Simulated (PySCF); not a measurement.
# Beryllium: a sound run and one with changed settings

Sound run: Be [He] 2s2, Be⁺ [He] 2s1. Calculation: PySCF 2.14, in cc-pVTZ-DK; scalar relativity by spin-free X2C-1e. The sound run starts from symmetry-adapted Hartree-Fock orbitals and uses a fine grid where one is needed.

Changed run: 26 angular points. This setting is unsound on purpose.

```csv
species,method,sound run (hartree),changed run (hartree),converged
Be,UHF,-14.57539,-14.57539,yes
Be,PBE,-14.63132,-14.63132,yes
Be,B3LYP,-14.67509,-14.67509,yes
Be⁺,UHF,-14.27971,-14.27971,yes
Be⁺,PBE,-14.30071,-14.30071,yes
Be⁺,B3LYP,-14.34024,-14.34024,yes
```

Ionisation energy of Be:

```csv
method,sound run (eV),changed run (eV)
UHF,8.046,8.046
PBE,8.996,8.996
B3LYP,9.112,9.112
```

Here the setting changes nothing at the digits shown.

For comparison, NIST gives 9.323 eV between the lowest levels.
